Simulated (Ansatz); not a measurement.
## Li₂O, singlet: CASSCF and its corrections

Computed with Ansatz's Gaussian-basis code (development build). Basis cc-pVTZ, nonrelativistic, 3 orbitals frozen in the corrections. State-specific CASSCF; RHF is the lowest restricted (open-shell) Hartree–Fock solution met. Solutions may break the symmetry of the shape. Lower solutions, or ones in other orbitals, may exist.

Geometry:

```xyz
3

O     0.0000    0.0000    0.0000
Li    0.0000    0.0000    2.0878
Li    0.0000    0.0000   -2.0878
```

(1) What do CASSCF and its corrections give against RHF in CAS(6,4), and what are the occupations?

(2) Roughly how much CPU time does a whole run from the default start take (median of such runs, summed over threads; nearly all runs on one pinned thread of a shared server, mostly Xeon at 2.3 to 2.6 GHz, by a development driver)?

Answers

(1) CASSCF -0.696 eV, SC-NEVPT2 -7.856 eV; occupations 2.00, 2.00, 1.91, 0.09.

(2) CAS(6,4): about 30 s. Other jobs ran beside these, and the count of passes differs.
